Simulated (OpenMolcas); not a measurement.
# SiH4O (silanol): a chain of runs

Aim: the energy (UHF/cc-pVTZ), then a single-point energy (CASSCF(2,2)/cc-pVTZ), then the energy (CASPT2(2,2)/cc-pVTZ), then a single-point energy, then the energy (SC-NEVPT2(2,2)/cc-pVTZ) of SiH4O (silanol). 

The results are computed with OpenMolcas 26.06.

**1. Starting point**

SiH4O has 6 atoms, charge 0, and is taken as a singlet. SMILES: `O[SiH3]`. The O1–H3 distance was set to 2.106 Å, away from the relaxed value. At this shape a bond of the SMILES string is far longer than usual.

Bond lengths: O1–Si2 1.648 Å, Si2–H4 1.489 Å, Si2–H5 1.481 Å, Si2–H6 1.489 Å. Angles: O1–Si2–H4 111.7°, O1–Si2–H5 105.9°, O1–Si2–H6 111.7°, H4–Si2–H5 109.9°, H4–Si2–H6 107.9°, H5–Si2–H6 109.9°.

**2. The energy at UHF/cc-pVTZ (RICD fitting) (run 1)**

step1.inp reads:

```
&GATEWAY
BasLib=$CurrDir
Coord
6
angstrom
O        1.317795      -0.311646      -0.163819
Si       0.645395       1.065154      -0.769819
H        0.069100      -1.629200       0.904700
H       -0.447205       0.764354      -1.735619
H        1.741595       1.783554      -1.458419
H        0.078795       1.921054       0.308881
Basis=cc-pVTZ
Group=NoSym
RICD
&SEWARD
&SCF
UHF
Scramble=0.25
PrOrbitals=1 2
```

The basis set cc-pVTZ is read from a file made from the Basis Set Exchange's data (not shown).

On the command line:

```bash
$ export MOLCAS_MEM=1860
$ pymolcas step1.inp > step1.log
```

The program printed, cut to the lines that bear on the results:

```text
--- Start Module: gateway ---
[...]
--- Stop Module: gateway /rc=_RC_ALL_IS_WELL_ ---
[...]
--- Start Module: seward ---
[...]
      Basis functions          120
--- Stop Module: seward /rc=_RC_ALL_IS_WELL_ ---
[...]
--- Start Module: scf ---
[...]
       Convergence after  28 Iterations
[...]
::    Total SCF energy                               -366.0626766721
[...]
      Total spin, S                                     0.5940216144
[...]
      Total electronic charge=   26.000000
      Total            charge=   -0.000000
[...]
      Dipole Moment (debye):
      Origin of the operator (angstrom)=    0.8455    0.5766   -0.5448
                   X= -5.2280E-01               Y=  9.5898E-01               Z= -4.0788E-01           Total=  1.1659E+00
      Quadrupole Moment (debye*angstrom):
[...]
--- Stop Module: scf /rc=_RC_ALL_IS_WELL_ ---
[...]
```

Run time: 20 s. Hardware: 1 thread of AMD EPYC 7R43 (Zen 3), shared host; peak memory 0.085 GiB.

**3. A single-point energy at CASSCF(2,2)/cc-pVTZ (RICD fitting) (run 2)**

step2.inp reads:

```
>>> EXPORT MOLCAS_PRINT=2

&GATEWAY
  BasLib
  $CurrDir
  Coord
  6
  angstrom
  O        1.317795      -0.311646      -0.163819
  Si       0.645395       1.065154      -0.769819
  H        0.069100      -1.629200       0.904700
  H       -0.447205       0.764354      -1.735619
  H        1.741595       1.783554      -1.458419
  H        0.078795       1.921054       0.308881
  Basis
  cc-pVTZ
  Group
  NoSym
  RICD

&SEWARD

&RASSCF
  FileOrb
  $CurrDir/step1.UnaOrb
  Spin
  1
  Nactel
  2 0 0
  Inactive
  12
  Ras2
  2
  OrbListing
  NoCore
  OrbAppear
  Compact
```

The basis set cc-pVTZ is read from a file made from the Basis Set Exchange's data (not shown).

On the command line:

```bash
$ export MOLCAS_MEM=1860
$ pymolcas step2.inp > step2.log
```

The program printed, cut to the lines that bear on the results:

```text
--- Start Module: gateway ---
[...]
--- Stop Module: gateway /rc=_RC_ALL_IS_WELL_ ---
[...]
--- Start Module: seward ---
[...]
      Basis functions          120
--- Stop Module: seward /rc=_RC_ALL_IS_WELL_ ---
[...]
--- Start Module: rasscf ---
[...]
      Number of active orbitals                  2
[...]
      Spin quantum number                      0.0
[...]
      Active orbitals                            2
[...]
      Number of CSFs                             3
[...]
      Number of root(s) required                 1
[...]
      Convergence after 11 iterations
[...]
      printout of CI-coefficients larger than  0.05 for root  1
      energy=    -366.069480
      conf/sym  11     Coeff  Weight
             1  20  -0.86191 0.74288
             3  02   0.50707 0.25712
      Natural orbitals and occupation numbers for root  1
      sym 1:   1.485769   0.514231
      ************************************************************************************************************************
      *                                                    Final results                                                     *
[...]
::    RASSCF root number  1 Total energy:   -366.06948044
[...]
      Total electronic charge=   26.000000
      Total            charge=   -0.000000
[...]
      Dipole Moment (debye):
      Origin of the operator (angstrom)=    0.8455    0.5766   -0.5448
                   X= -6.7724E-01               Y=  6.7663E-01               Z= -2.0813E-01           Total=  9.7969E-01
      Quadrupole Moment (debye*angstrom):
[...]
--- Stop Module: rasscf /rc=_RC_ALL_IS_WELL_ ---
[...]
```

Wall time 15 s (1 thread of AMD EPYC 7R43 (Zen 3), shared host); peak memory 0.089 GiB.

**4. The energy at CASPT2(2,2)/cc-pVTZ (RICD fitting) (run 3)**

step3.inp reads:

```
&GATEWAY
 BASLIB=$CurrDir
 COORD
 6
 angstrom
 O        1.317795      -0.311646      -0.163819
 Si       0.645395       1.065154      -0.769819
 H        0.069100      -1.629200       0.904700
 H       -0.447205       0.764354      -1.735619
 H        1.741595       1.783554      -1.458419
 H        0.078795       1.921054       0.308881
 BASIS=cc-pVTZ
 GROUP=NoSym
 RICD

&SEWARD

&RASSCF
 FILEORB=$CurrDir/step2.RasOrb
 SPIN=1
 NACTEL=2 0 0
 INACTIVE=12
 RAS2=2
 ORBLISTING=NoCore
 ORBAPPEAR=Compact

&CASPT2
 IPEA=0.25
 IMAGINARY=0.1
 FROZEN=6
```

The basis set cc-pVTZ is read from a file made from the Basis Set Exchange's data (not shown).

On the command line:

```bash
$ export MOLCAS_MEM=1860
$ pymolcas step3.inp > step3.log
```

The program printed, cut to the lines that bear on the results:

```text
--- Start Module: gateway ---
[...]
--- Stop Module: gateway /rc=_RC_ALL_IS_WELL_ ---
[...]
      Basis functions          120
[...]
--- Start Module: rasscf ---
[...]
      Number of active orbitals                  2
[...]
      Spin quantum number                      0.0
[...]
      Active orbitals                            2
[...]
      Number of CSFs                             3
[...]
      Number of root(s) required                 1
[...]
      Convergence after  4 iterations
[...]
      printout of CI-coefficients larger than  0.05 for root  1
      energy=    -366.069480
      conf/sym  11     Coeff  Weight
             1  20  -0.86191 0.74289
             3  02   0.50706 0.25711
      Natural orbitals and occupation numbers for root  1
      sym 1:   1.485771   0.514229
      ************************************************************************************************************************
      *                                                    Final results                                                     *
[...]
::    RASSCF root number  1 Total energy:   -366.06948044
[...]
      Total electronic charge=   26.000000
      Total            charge=   -0.000000
[...]
      Dipole Moment (debye):
      Origin of the operator (angstrom)=    0.8455    0.5766   -0.5448
                   X= -6.7725E-01               Y=  6.7662E-01               Z= -2.0813E-01           Total=  9.7969E-01
      Quadrupole Moment (debye*angstrom):
[...]
--- Stop Module: rasscf /rc=_RC_ALL_IS_WELL_ ---
[...]
--- Start Module: caspt2 ---
[...]
 ###    WARNING: User changed nr of frozen orbitals.                         ###
 ###############################################################################
[...]
      E2 (Variational):          -0.3305858600
      Total energy:            -366.4000663018
[...]
      Reference weight:           0.91054
[...]
::    CASPT2 Root  1     Total energy:   -366.40006630
[...]
--- Stop Module: caspt2 /rc=_RC_ALL_IS_WELL_ ---
[...]
```

It took 15 s on 1 thread of AMD EPYC 7R43 (Zen 3), shared host; peak memory 0.12 GiB.

**5. The energy at CASPT2[IPEA 0](2,2)/cc-pVTZ (RICD fitting) (run 4)**

step4.input reads:

```
>>> EXPORT MOLCAS_PRINT=2

&GATEWAY
  BASLIB=$CurrDir
  COORD
  6
  angstrom
  O        1.317795      -0.311646      -0.163819
  Si       0.645395       1.065154      -0.769819
  H        0.069100      -1.629200       0.904700
  H       -0.447205       0.764354      -1.735619
  H        1.741595       1.783554      -1.458419
  H        0.078795       1.921054       0.308881
  BASIS=cc-pVTZ
  GROUP=NoSym
  RICD

&SEWARD

&RASSCF
  FILEORB=$CurrDir/step2.RasOrb
  SPIN=1
  NACTEL=2 0 0
  INACTIVE=12
  RAS2=2
  ORBLISTING=NoCore
  ORBAPPEAR=Compact

&CASPT2
  IPEA=0
  IMAGINARY=0.1
  FROZEN=6
```

The basis set cc-pVTZ is read from a file made from the Basis Set Exchange's data (not shown).

On the command line:

```bash
$ export MOLCAS_MEM=1860
$ pymolcas step4.input > step4.log
```

The program printed, cut to the lines that bear on the results:

```text
--- Start Module: gateway ---
[...]
--- Stop Module: gateway /rc=_RC_ALL_IS_WELL_ ---
[...]
      Basis functions          120
[...]
--- Start Module: rasscf ---
[...]
      Number of active orbitals                  2
[...]
      Spin quantum number                      0.0
[...]
      Active orbitals                            2
[...]
      Number of CSFs                             3
[...]
      Number of root(s) required                 1
[...]
      Convergence after  4 iterations
[...]
      printout of CI-coefficients larger than  0.05 for root  1
      energy=    -366.069480
      conf/sym  11     Coeff  Weight
             1  20  -0.86191 0.74289
             3  02   0.50706 0.25711
      Natural orbitals and occupation numbers for root  1
      sym 1:   1.485771   0.514229
      ************************************************************************************************************************
      *                                                    Final results                                                     *
[...]
::    RASSCF root number  1 Total energy:   -366.06948044
[...]
      Total electronic charge=   26.000000
      Total            charge=   -0.000000
[...]
      Dipole Moment (debye):
      Origin of the operator (angstrom)=    0.8455    0.5766   -0.5448
                   X= -6.7725E-01               Y=  6.7662E-01               Z= -2.0813E-01           Total=  9.7969E-01
      Quadrupole Moment (debye*angstrom):
[...]
--- Stop Module: rasscf /rc=_RC_ALL_IS_WELL_ ---
[...]
--- Start Module: caspt2 ---
[...]
 ###    WARNING: User changed nr of frozen orbitals.                         ###
 ###############################################################################
[...]
      E2 (Variational):          -0.3334324508
      Total energy:            -366.4029128926
[...]
      Reference weight:           0.90837
[...]
::    CASPT2 Root  1     Total energy:   -366.40291289
[...]
--- Stop Module: caspt2 /rc=_RC_ALL_IS_WELL_ ---
[...]
```

Run time: 13 s. Hardware: 1 thread of AMD EPYC 7R43 (Zen 3), shared host; peak memory 0.12 GiB.

**6. The energy at SC-NEVPT2(2,2)/cc-pVTZ (RICD fitting) (run 5)**

step5.input reads:

```
>>> EXPORT MOLCAS_PRINT=2

&GATEWAY
 BasLib=$CurrDir
 Coord
 6
 angstrom
 O        1.317795      -0.311646      -0.163819
 Si       0.645395       1.065154      -0.769819
 H        0.069100      -1.629200       0.904700
 H       -0.447205       0.764354      -1.735619
 H        1.741595       1.783554      -1.458419
 H        0.078795       1.921054       0.308881
 Basis=cc-pVTZ
 Group=NoSym
 RICD

&SEWARD

&RASSCF
 FileOrb=$CurrDir/step2.RasOrb
 Spin=1
 Nactel=2 0 0
 Inactive=12
 Ras2=2
 OrbListing=NoCore
 OrbAppear=Compact

&CASPT2
 SC-NEVPT2
 Frozen=6
```

The basis set cc-pVTZ is read from a file made from the Basis Set Exchange's data (not shown).

On the command line:

```bash
$ export MOLCAS_MEM=1860
$ pymolcas step5.input > step5.log
```

The program printed, cut to the lines that bear on the results:

```text
--- Start Module: gateway ---
[...]
--- Stop Module: gateway /rc=_RC_ALL_IS_WELL_ ---
[...]
      Basis functions          120
[...]
--- Start Module: rasscf ---
[...]
      Number of active orbitals                  2
[...]
      Spin quantum number                      0.0
[...]
      Active orbitals                            2
[...]
      Number of CSFs                             3
[...]
      Number of root(s) required                 1
[...]
      Convergence after  4 iterations
[...]
      printout of CI-coefficients larger than  0.05 for root  1
      energy=    -366.069480
      conf/sym  11     Coeff  Weight
             1  20  -0.86191 0.74289
             3  02   0.50706 0.25711
      Natural orbitals and occupation numbers for root  1
      sym 1:   1.485771   0.514229
      ************************************************************************************************************************
      *                                                    Final results                                                     *
[...]
::    RASSCF root number  1 Total energy:   -366.06948044
[...]
      Total electronic charge=   26.000000
      Total            charge=   -0.000000
[...]
      Dipole Moment (debye):
      Origin of the operator (angstrom)=    0.8455    0.5766   -0.5448
                   X= -6.7725E-01               Y=  6.7662E-01               Z= -2.0813E-01           Total=  9.7969E-01
      Quadrupole Moment (debye*angstrom):
[...]
--- Stop Module: rasscf /rc=_RC_ALL_IS_WELL_ ---
[...]
--- Start Module: caspt2 ---
[...]
 ###    WARNING: User changed nr of frozen orbitals.                         ###
 ###############################################################################
[...]
      E2 (Variational):          -0.3266020510
[...]
      E2 (Variational):          -0.3264864723
      Total energy:            -366.3959669141
[...]
      Reference weight:           0.91315
[...]
::    SC-NEVPT2 Root  1     Total energy:   -366.39596691
[...]
--- Stop Module: caspt2 /rc=_RC_ALL_IS_WELL_ ---
[...]
```

Run time: 13 s. Hardware: 1 thread of AMD EPYC 7R43 (Zen 3), shared host; peak memory 0.12 GiB.

**7. What came out**

| quantity | value |
| --- | --- |
| run 1, UHF/cc-pVTZ: total energy | -366.06268 Eh |
| run 1, UHF/cc-pVTZ: dipole moment | 1.17 D |
| run 1, UHF/cc-pVTZ: HOMO energy | -12.55 eV |
| run 1, UHF/cc-pVTZ: LUMO energy | 1.54 eV |
| run 1, UHF/cc-pVTZ: HOMO–LUMO gap | 14.09 eV |
| run 1, UHF/cc-pVTZ: ⟨S²⟩ | 0.947 |
| run 2, CASSCF(2,2)/cc-pVTZ: total energy | -366.06948 Eh |
| run 2, CASSCF(2,2)/cc-pVTZ: dipole moment (CASSCF density) | 0.98 D |
| run 3, CASPT2(2,2)/cc-pVTZ: total energy | -366.40007 Eh |
| run 3, CASPT2(2,2)/cc-pVTZ: dipole moment (CASSCF density) | 0.98 D |
| run 4, CASPT2[IPEA 0](2,2)/cc-pVTZ: total energy | -366.40291 Eh |
| run 4, CASPT2[IPEA 0](2,2)/cc-pVTZ: dipole moment (CASSCF density) | 0.98 D |
| run 5, SC-NEVPT2(2,2)/cc-pVTZ: total energy | -366.39597 Eh |
| run 5, SC-NEVPT2(2,2)/cc-pVTZ: dipole moment (CASSCF density) | 0.98 D |

What this shows: ⟨S²⟩ (run 1, UHF/cc-pVTZ) is 0.95 where a pure singlet has 0.00: the reference is spin-contaminated. Mulliken charges (run 1, UHF/cc-pVTZ) run from -0.31 on O1 to +0.48 on Si2. Mulliken charges (run 3, CASPT2(2,2)/cc-pVTZ) of the CASSCF density run from -0.33 on O1 to +0.48 on Si2.
